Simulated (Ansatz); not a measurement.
**HSeGe⁺, triplet in cc-pVDZ: errors against UCCSDTQ**

Geometry: that of the HSeGe, doublet, kept fixed. The singlet lies 2.3 eV lower here.

```yaml
atoms:
  - { symbol: Ge, position_ang: [0.0000, -0.4514, 1.6394] }
  - { symbol: Se, position_ang: [0.0000, -0.5019, -0.6961] }
  - { symbol: H, position_ang: [0.0000, 0.9534, -0.9433] }
```

Basis cc-pVDZ; Ansatz 0.2.0. Only valence electrons are correlated (noble-gas cores and the filled d shells of p-block atoms frozen), which leaves 10 electrons in 31 orbitals. Prefix R: restricted or restricted open-shell reference; prefix U: unrestricted. Active spaces: valence = (10e, 9o) chosen from the atoms' valence shells. No spin–orbit coupling is included, and no scalar relativity.

Full CI isn't at hand for all of this; UCCSDTQ serves as the reference, and is uncertain by about the last step of the cluster series. The frozen core follows each run's orbitals, which can shift R against U totals by a few meV for light atoms and by up to 0.1 eV past Ca.

HF rows are the lowest solutions found. Coupled cluster chose its determinant by trial CCSD, here up to 0.17 eV above the lowest Hartree–Fock solution of its kind, and MP2 stands on that determinant too.

* UHF ⟨S²⟩: 2.025
* ⟨S²⟩ of the determinant under UCCSD: 2.035
* T1 diagnostic (RCCSD): 0.0331
* largest doubles amplitude (RCCSD): 0.065
* T1 diagnostic (UCCSD): 0.0276

| level | E − E(determinant under the R cluster runs) (eV) |
| --- | --- |
| UMP2 | -4.3180 |
| UCCSD | -5.1528 |
| UCCSD(T) | -5.3288 |

Q: Estimate how far UCCSDTQ in cc-pVDZ lies from UCCSD(T). The table doesn't fix it; the size of (T) and the diagnostics are the guide.

A: UCCSDTQ in cc-pVDZ lies 5.0 kJ/mol below UCCSD(T), which is 29 % of the (T) step (-17.0 kJ/mol). T1 is raised, and the rest is a large part of (T). The miss exceeds 1 kcal/mol.

The other levels:

```tsv
level	E − E(UCCSDTQ) (kJ/mol)	share of correlation (%)	wall time
UHF†	481.1	–	11 s
UCCSDT	1.4	99.74	–
UCCSDT(Q)	-0.1	100.02	57 s
```

A dagger marks rows that describe another state than the reference (another or a broken symmetry, a higher spin or other natural occupations), so the difference isn't the method's error.

The correlation energy at UCCSDTQ, counted from the determinant under the R cluster runs, is -5.380 eV. That run took 2.3 min on 2 threads of AMD EPYC 7R13 with a shared H100 80 GB, shared host.

Run but not shown, since their state or frozen core can't be matched to the reference's or they repeat it: RHF, RMP2, CISD, RCCSD, RCCSD(T), BCCD(T), RCCSDT, RCCSDT(Q), RCCSDTQ, CASSCF (valence space), NEVPT2 (valence space), MRCISD (valence space), MRCISD+Q (valence space).

Times hold each run's SCF and search for its determinant on a shared host, so for small cases they say little of a method's own cost; they ran on 1 thread of AMD EPYC 7R13.

Natural occupations of CASSCF (valence space) about the gap: 1.994 1.969 1.955 1.950 1.011 1.000 0.053 0.039 0.031; effectively unpaired electrons, Σ n²(2−n)², 2.04.
